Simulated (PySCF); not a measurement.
## One reaction down a group: B, Ga, In

The same gas-phase reaction for B, Ga, In:
- 2 BF + HF → BF₃ + BH
- 2 GaF + HF → GaF₃ + GaH
- 2 InF + HF → InF₃ + InH

Energies from PySCF, thermal terms from the rigid-rotor harmonic-oscillator model, ideal gas at 1 bar. † marks an energy on the PBE0/def2-TZVP geometry and frequencies. MP2 and CCSD(T) freeze the core. All species are closed-shell singlets. In: scalar-relativistic def2 core potential, no spin-orbit coupling. Ga: all electrons, no relativistic terms. GaH, InH: computed as isolated molecules; such fragments, hydroxides, amides, oligomers or adducts are transient or little studied in the gas. MP2 isn't extrapolated to the basis-set limit. CCSD(T) isn't extrapolated to the basis-set limit. The harmonic model lacks anharmonicity and excited electronic states, which grow with temperature; levels with a mode under 35 cm⁻¹ are left out.

ΔH°(298 K) in kJ, by level:

```
level                    B    Ga     In
------------------  ------  ----  -----
ωB97M-V/def2-TZVP†  -204.1  63.1  155.1
M06-2X/def2-TZVP†   -227.2  39.3  159.7
MP2/def2-TZVPP†     -213.0  35.0  181.7
BLYP/def2-TZVP†     -197.5  97.8  196.5
CCSD(T)/def2-SVP†   -231.8  22.5  136.6
```

At ωB97M-V/def2-TZVP†, ΔH° rises from B to In, over a range of 359.2 kJ; the steps are +267.2, +92.0 kJ. 5 of the 5 levels shown give the same order. The levels scatter most for Ga (75.3 kJ between the highest and the lowest) and least for B (34.3 kJ). ΔS°(298 K) runs from -148.1 to -128.7 J/K, so TΔS° at 298 K spreads over 5.8 kJ among the members, against 359.2 kJ for ΔH°.

Free energies at ωB97M-V/def2-TZVP†:

```csv
member,"ΔS°(298 K), J/K","ΔG°(298 K), kJ","ΔG°(2500 K), kJ",ΔG° changes sign
B,-148.1,-160,157,1200 to 1400 K
Ga,-137.0,104,382,none from 298 to 2500 K
In,-128.7,193,449,none from 298 to 2500 K
```

The NASA 1993 table, where it holds all species, gives ΔH°(298 K) = -189 kJ for B; its entries are part measured, part old estimates, and weren't checked at source.
